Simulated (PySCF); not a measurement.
**SH: one state, many levels of theory**

State: ²Π (doublet), unpaired electrons π ↑. Set-up: H def2-TZVPPD, S def2-TZVPPD; no relativity (PySCF 2.14). De refers to H + S in their high-spin ground configurations, without counterpoise correction. The functionals are run spin-unrestricted. A positive dipole means H(−)S(+).

```tsv
Level	Re (Å)	ωe (cm⁻¹)	De (eV)	μ (D)
UHF	1.330	2843	2.65	-0.84
UHF-MP2	1.336	2775	3.61	n/a
UHF-SCS-MP2	1.337	2759	3.69	n/a
UHF-CCSD	1.340	2725	3.64	n/a
UHF-CCSD(T)	1.342	2705	3.69	n/a
LDA	1.358	2609	4.33	-0.79
PBE	1.356	2615	3.83	-0.75
BP86	1.357	2605	3.96	-0.74
r²SCAN	1.345	2693	3.85	-0.79
M06-L	1.341	2722	3.77	-0.78
PBE0	1.345	2709	3.77	-0.79
M06	1.345	2699	3.80	-0.73
M06-2X	1.339	2738	3.80	-0.78
LC-ωPBE	1.339	2782	3.72	-0.84
```

The bond length runs from 1.330 Å (UHF) to 1.358 Å (LDA). De spans 2.65 eV (UHF, mean field) to 4.33 eV (LDA, local density). Correlation at CCSD(T) changes the Hartree–Fock bond energy by +1.04 eV; the triples alone change it by +0.05 eV.

Correlated steps freeze 5 core orbitals. The state is the lowest determinant that a PBE0 search found; another state may lie lower at other levels.

The whole job (state search and all levels along the bond) took about 3.5 min on 1 thread of Intel Xeon Platinum 8259CL @ 2.50GHz (shared host), peak memory 1.3 GiB.
